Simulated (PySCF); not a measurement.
chlorine (Cl2), SMILES ClCl.

Geometry: PBE-D3(BJ)/def2-TZVPD.

These are PBE-D3(BJ)/def2-TZVPD in PySCF values and carry that method's errors.

Frequencies are harmonic and unscaled.

```
mode  ν (cm⁻¹)  IR (km/mol)  moving atoms (share of kinetic energy)
----  --------  -----------  --------------------------------------
1          539          0.0                                Cl 100 %
```
